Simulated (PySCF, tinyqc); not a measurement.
Worked calculation: G0W0 on RHF in the sto-6g basis, for LiH, spin multiplicity 1. The lowest restricted solution is unstable here: a spin-polarised one lies 0.0008 hartree lower (PySCF). One step of it, computed by the program tinyqc.

Question. Orthogonalisation. S = U s U^T; symmetric (Loewdin) form X = U s^(-1/2) U^T, so that X^T S X = 1.

overlap S, order 1Li 1s, 1Li 2s, 1Li 2px, 1Li 2py, 1Li 2pz, 2H 1s:
```
[[1.000000, 0.235742, 0.000000, 0.000000, 0.000000, 0.022731],
 [0.235742, 1.000000, 0.000000, 0.000000, 0.000000, 0.278452],
 [0.000000, 0.000000, 1.000000, 0.000000, 0.000000, 0.000000],
 [0.000000, 0.000000, 0.000000, 1.000000, 0.000000, 0.000000],
 [0.000000, 0.000000, 0.000000, 0.000000, 1.000000, 0.393942],
 [0.022731, 0.278452, 0.000000, 0.000000, 0.393942, 1.000000]]
```

Give: eigenvalues of S; X.

Answer.

eigenvalues of S: [0.5019, 0.8091, 1.0000, 1.0000, 1.1774, 1.5116]

X, order 1Li 1s, 1Li 2s, 1Li 2px, 1Li 2py, 1Li 2pz, 2H 1s:
```
[[1.0223, -0.1266, 0.0000, 0.0000, -0.0062, 0.0172],
 [-0.1266, 1.0589, 0.0000, 0.0000, 0.0512, -0.1680],
 [0.0000, 0.0000, 1.0000, 0.0000, 0.0000, 0.0000],
 [0.0000, 0.0000, 0.0000, 1.0000, 0.0000, 0.0000],
 [-0.0062, 0.0512, 0.0000, 0.0000, 1.0706, -0.2325],
 [0.0172, -0.1680, 0.0000, 0.0000, -0.2325, 1.1064]]
```
